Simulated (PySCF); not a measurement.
# CH5B: NMR shifts and spin-spin couplings

Aim: predict the NMR shifts and spin-spin couplings of CH5B (`BC`).

Programs: PySCF 2.14.0, with density-fitted response routines of our own. Each step states its level of theory. These are calculated values for one molecule in the gas phase, unless marked as measured. Atoms count from 0, in the outputs and in this text.

**1. Starting geometry**

7 atoms, charge 0, multiplicity 1; geometry from: GFN2-xTB.

Bonds of the start (Å): B0–C1 1.57, B0–H2 1.17, B0–H3 1.17, C1–H4 1.09, C1–H5 1.09, C1–H6 1.09.

**2. Nuclear shieldings: PBE0/pcSseg-1**

What the job is given:

```
{"job": {"kind": "nmr", "xc": "PBE0", "basis": "pcSseg-1"}, "charge": 0, "multiplicity": 1}
B      0.895100     0.096775    -0.000074
C     -0.657515    -0.102708    -0.011824
H      1.628478    -0.807169    -0.114917
H      1.329973     1.175953     0.127878
H     -1.092351     0.273972     0.914565
H     -0.989462    -1.129219    -0.141354
H     -1.110890     0.497300    -0.801351
```

Level: GIAO PBE0/pcSseg-1 NMR shielding, non-relativistic, gas phase.

**Question.** This job is followed by: B3LYP/pcJ-1 indirect spin-spin coupling, non-relativistic, gas phase. What will the session give for the following? ¹³C shifts against TMS (PBE0/pcSseg-1); ¹H shifts against TMS (PBE0/pcSseg-1, means over atoms taken as alike); ¹¹B shifts against BF3·OEt2 (PBE0/pcSseg-1); largest coupling of the table (B3LYP/pcJ-1).

**Answer**, as computed:

| quantity | value |
| --- | --- |
| ¹³C shifts against TMS (PBE0/pcSseg-1) | 16.0 ppm |
| ¹H shifts against TMS (PBE0/pcSseg-1, means over atoms taken as alike) | 8.20, 1.32 ppm |
| ¹¹B shifts against BF3·OEt2 (PBE0/pcSseg-1) | 92.3 ppm |
| largest coupling of the table (B3LYP/pcJ-1) | ¹J(B,H) B0–H2, 129.6 Hz |

At PBE0/pcSseg-1: Shielding is most anisotropic at B0 (span 210 ppm, paramagnetic term -184 ppm). Of the pairs tabulated at B3LYP/pcJ-1, B0–H2 (mean over like pairs) couples most strongly (129.6 Hz; Fermi contact 130.5 Hz).
